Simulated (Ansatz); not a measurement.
# Diborane mono F (B2H5F): structure and electronic state

Aim: characterise diborane mono F (B2H5F) as a singlet: its structure, frontier levels and distribution of charge.

The runs use Ansatz 0.2.0, Gaussian basis; RKS PBE0-D4/def2-TZVP.

Plan: relaxation at PBE-D4/def2-TZVP; a single point at PBE0-D4/def2-TZVP.

**1. The starting structure**

8 atoms, charge 0, spin multiplicity 1.

Atoms are counted from 1 here; the program's logs count them from 0.

Bond lengths: B1–F2 1.338 Å, B1–H3 1.176 Å, B1–H4 1.359 Å, B1–B5 1.826 Å, B1–H8 1.354 Å, H4–B5 1.301 Å, B5–H6 1.171 Å, B5–H7 1.171 Å, B5–H8 1.304 Å. Angles: F2–B1–H3 116.1°, F2–B1–H4 110.4°, F2–B1–B5 119.3°, F2–B1–H8 110.5°, H3–B1–H4 113.1°, H3–B1–B5 124.6°, H3–B1–H8 113.2°, H4–B1–B5 45.4°, H4–B1–H8 90.8°, B5–B1–H8 45.5°, B1–H4–B5 86.7°, B1–B5–H4 48.0°, B1–B5–H6 121.4°, B1–B5–H7 119.5°, B1–B5–H8 47.8°, H4–B5–H6 110.9°, H4–B5–H7 109.0°, H4–B5–H8 95.7° and more.

The start is a GFN2-xTB geometry.

**2. Optimising with PBE-D4/def2-TZVP**

Contents of in.yaml:

```yaml
crystal:
  periodic: [false, false, false]
  atoms:
    - {symbol: B, position_ang: [-0.132740, 0.873720, -0.200550]}
    - {symbol: F, position_ang: [-0.261260, 1.211590, -1.488750]}
    - {symbol: H, position_ang: [-0.202250, 1.754750, 0.574700]}
    - {symbol: H, position_ang: [0.963800, 0.091750, -0.022450]}
    - {symbol: B, position_ang: [0.136330, -0.877150, 0.242810]}
    - {symbol: H, position_ang: [0.194480, -1.712330, -0.575730]}
    - {symbol: H, position_ang: [0.248600, -1.176790, 1.369710]}
    - {symbol: H, position_ang: [-0.946950, -0.165540, 0.100260]}
basis:
  gaussian: {orbitals: def2-TZVP}
hamiltonian: {xc: pbe, dispersion: d4}
scf: {lower_state_search: "off"}
output: {orbitals: {seedname: orbitals}}
relax: {f_tol: 0.02, max_steps: 100}
```

The run is started by

```console
> ansatz run in.yaml --threads 4 --pin off --events-out ev --progress --plain --max-ram 3916MiB
```

Further steps of the session: Single point, PBE0-D4/def2-TZVP.

Q: Predict the results of all the runs planned. Wanted: point group; B–F bond; HOMO, LUMO at PBE0-D4/def2-TZVP; dipole at PBE-D4/def2-TZVP.

As calculated:

| quantity | value |
| --- | --- |
| point group | Cs |
| B–F bond | 1.349 Å |
| HOMO, LUMO at PBE0-D4/def2-TZVP | -9.82, -0.68 eV |
| dipole at PBE-D4/def2-TZVP | 0.77 D |

What this shows: The molecule keeps its bonding pattern by the stored test; the atoms moved 0.05 Å (rms). No usable vibrations, so a minimum isn't proven. The point group is read from a loosely relaxed geometry; soft torsions can leave it below the true symmetry.
